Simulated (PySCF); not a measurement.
Simulated outer-valence photoelectron spectrum of `C=P` (CH3P). Method: EOM-IP-CCSD/aug-cc-pVDZ in PySCF, restricted Hartree–Fock reference, frozen core, non-relativistic, gas phase, PBE0-D3(BJ)/def2-SVP geometry.

Each root has a Gaussian of 0.4 eV full width with its one-hole share as area; cross sections and vibrations are left out, and the highest printed point is 100.

| ionisation energy (eV) | intensity |
| --- | --- |
| 9.8 | 2 |
| 10.0 | 23 |
| 10.2 | 86 |
| 10.4 | 100 |
| 10.6 | 36 |
| 10.8 | 4 |
| 11.0 | 0 |
| 11.2 | 0 |
| 11.4 | 0 |
| 11.6 | 0 |
| 11.8 | 0 |
| 12.0 | 0 |
| 12.2 | 0 |
| 12.4 | 0 |
| 12.6 | 0 |
| 12.8 | 2 |
| 13.0 | 18 |
| 13.2 | 55 |
| 13.4 | 41 |
| 13.6 | 8 |
| 13.8 | 0 |
| 14.0 | 0 |
| 14.2 | 0 |
| 14.4 | 0 |
| 14.6 | 0 |
| 14.8 | 4 |
| 15.0 | 28 |
| 15.2 | 56 |
| 15.4 | 28 |
| 15.6 | 3 |
| 15.8 | 0 |
| 16.0 | 0 |
| 16.2 | 0 |
| 16.4 | 0 |
| 16.6 | 0 |
| 16.8 | 0 |
| 17.0 | 0 |
| 17.2 | 0 |
| 17.4 | 0 |
| 17.6 | 0 |
| 17.8 | 2 |
| 18.0 | 20 |
| 18.2 | 45 |
| 18.4 | 25 |
| 18.6 | 3 |
| 18.8 | 0 |

Task: Where are the maxima, and how many lines lie under the curve?

Result: 4 maxima, at 10.3, 13.3, 15.2 and 18.2 eV, from 5 lines. At this width some lines have no maximum of their own.

Task: List the lines with their holes.

Result: 
```
E (eV)  leading hole (HF orbital)  area  Koopmans (eV)
 10.26                       HOMO  0.96           9.87
 10.39                     HOMO-1  0.95          10.84
 13.26                     HOMO-2  0.95          14.19
 15.20                     HOMO-3  0.91          16.69
 18.21                     HOMO-4  0.73          20.48
```

The widest gap, 3.01 eV, lies between 15.20 and 18.21 eV. Only orbitals with −ε under 21 eV, eight at most, were ionised, so the high end of the curve may lack lines.

Time: 39 s wall; peak memory 0.47 GiB. Hardware: one thread of an Arm Neoverse V1, no GPU, shared host with 32 logical CPUs at a one-minute load of 22.
